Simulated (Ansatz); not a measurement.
# C2Mg: geometry and frequencies at several levels

Wanted for C2Mg: geometry and frequencies at several levels.

Program: Ansatz 0.2.0. Level of theory: the levels named in each step. These are calculated values, not measurements.

### 1 The starting structure

Bond lengths: C1–C2 1.253 Å, C1–Mg3 2.015 Å, C2–Mg3 2.015 Å. Angles: C1–C2–Mg3 71.9°, C2–C1–Mg3 71.9°, C1–Mg3–C2 36.2°.

Structure file:

```xyz
3

C    -0.6862    0.8741   -0.2924
C    -0.9509   -0.3208   -0.5595
Mg    0.8090   -0.2734    0.4210
```

### 2 A rough first relaxation, PBE-D4/def2-SVP

The input, input.yaml:

```yaml
crystal:
  periodic: [false, false, false]
  atoms:
    - { symbol: C, position_ang: [-0.68616, 0.87407, -0.2924] }
    - { symbol: C, position_ang: [-0.95095, -0.32082, -0.55953] }
    - { symbol: Mg, position_ang: [0.80901, -0.27337, 0.421] }
basis:
  gaussian: { orbitals: def2-SVP }
hamiltonian:
  xc: pbe
  dispersion: d4
relax:
  f_tol: 0.03
  max_steps: 200
```

On the command line:

```bash
$ ansatz run input.yaml --threads 2 --pin off --max-ram 5120MiB --backend cpu --events-out ev --progress --plain --runs-dir out
```

Further steps of the session: Relaxation, PBE0-D4/def2-TZVPP; Frequencies, PBE0-D4/def2-TZVPP; Relaxation, PBE-D4/def2-TZVPP; Frequencies, PBE-D4/def2-TZVPP; Relaxation, r2SCAN-D4/def2-TZVPP; Frequencies, r2SCAN-D4/def2-TZVPP; Relaxation, B3LYP-D4/def2-TZVPP; Frequencies, B3LYP-D4/def2-TZVPP; Relaxation, B2PLYP/def2-TZVPP; Frequencies, B2PLYP/def2-TZVPP.

What does the calculation give? Wanted: C1–C2 at B2PLYP/def2-TZVPP; C1–Mg3 at B2PLYP/def2-TZVPP; C2–Mg3 at B2PLYP/def2-TZVPP; frequencies at B2PLYP/def2-TZVPP.

**Answer**, as computed:

| quantity | value |
| --- | --- |
| C1–C2 at B2PLYP/def2-TZVPP | 1.273 Å |
| C1–Mg3 at B2PLYP/def2-TZVPP | 2.011 Å |
| C2–Mg3 at B2PLYP/def2-TZVPP | 2.011 Å |
| frequencies at B2PLYP/def2-TZVPP | 427 to 1734 cm⁻¹ |

The C–C distance spreads over 0.009 Å, from B3LYP-D4/def2-TZVPP (shortest) to PBE-D4/def2-TZVPP. No mode is imaginary, so the geometry is a minimum.
